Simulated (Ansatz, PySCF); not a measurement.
How UKS-B3LYP/6-31G* and FCI compare on the bond length at the minimum of diatomic hydrides.

Values in Å, from Ansatz (a first-principles code) and PySCF. Where two bases are given, the first is that of UKS-B3LYP/6-31G*. Full CI is exact in its basis, with frozen cores. Scans on which UKS-B3LYP/6-31G* failed, held another spin at the minimum or broke off are missing, so the means are lower bounds.

| system | basis | UKS-B3LYP/6-31G* | FCI | UKS-B3LYP/6-31G* − FCI |
|---|---|---|---|---|
| HLi singlet | 6-31G* / aug-cc-pVQZ | 1.621 | 1.608 | 0.013 |
| HSi cation singlet | 6-31G* / cc-pVDZ | 1.520 | 1.521 | -0.001 |
| HSi cation singlet | 6-31G* / aug-cc-pVTZ | 1.521 | 1.512 | 0.008 |
| HO cation triplet | 6-31G* / cc-pVDZ | 1.044 | 1.038 | 0.006 |
| HSi cation singlet | 6-31G* / def2-TZVP | 1.521 | 1.508 | 0.013 |
| CH cation singlet | 6-31G* / aug-cc-pVTZ | 1.133 | 1.131 | 0.002 |
| HAs triplet | 6-31G* / def2-TZVP | 1.546 | 1.538 | 0.009 |
| HSi doublet | 6-31G* / cc-pVDZ | 1.539 | 1.541 | -0.002 |
| HF cation doublet | 6-31G* / def2-SVP | 1.035 | 1.008 | 0.027 |
| HAl singlet | 6-31G* / cc-pVDZ | 1.672 | 1.663 | 0.010 |

Task: What do these rows say about the size and sign of the difference from FCI?

Result: The mean difference from FCI is 0.008 Å (median 0.009) and the mean absolute one 0.009 Å (median 0.009); UKS-B3LYP/6-31G* lies above in 8 and below in 2 of 10 cases. It is closest for HSi cation singlet (-0.001), CH cation singlet (0.002), HSi doublet (-0.002) and furthest off for HF cation doublet (0.027), HLi singlet (0.013), HSi cation singlet (0.013).
